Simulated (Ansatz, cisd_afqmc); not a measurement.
Species: F2, charge 0, singlet. F2 (molecular fluorine, SMILES FF).
NHTBH set geometry:
```
F
F 1 1.3952
```
Charge 0, spin multiplicity 1.

Total energies in aug-cc-pVTZ, 14 correlated electrons, 2 frozen orbitals. Open shells are spin-unrestricted; no spin-orbit coupling. Cores are frozen in correlated methods. No relativity. The Monte Carlo rows (phaseless AFQMC, CISD trial, step 0.005/hartree) carry one-sigma bars that omit the constraint's bias. Outlying blocks are dropped, and bars are widened where a walk drifts. Over all cases where full CI ran beside it in this data, AFQMC minus full CI had a median of +0.1 mEh and passed +0.4 mEh in a tenth of the cases. UCISD starts from a broken-symmetry determinant. The restricted determinant of F2 (FF, singlet) is unstable towards broken spin symmetry in at least one set run.

```csv
method,program,energy (Eh),minus CCSDT(Q) (mEh)
HF,Ansatz,-198.75686,558.12
MP2,Ansatz,-199.29088,24.11
CCSD,Ansatz,-199.29385,21.14
CCSD(T),Ansatz,-199.31334,1.64
UCCSD(T),Ansatz,-199.31222,2.76
CCSDT(Q),Ansatz,-199.31499,0.00
AFQMC/CISD,cisd_afqmc,-199.3139 ± 0.0002,1.0 ± 0.2
AFQMC/UCISD,cisd_afqmc,-199.3139 ± 0.0005,1.0 ± 0.5
```

Rough core times of Ansatz's runs on a shared machine: CCSD(T) under 20 s, UCCSD(T) under 20 s, CCSDT(Q) 3 min.

Ansatz is a program for electronic structure.
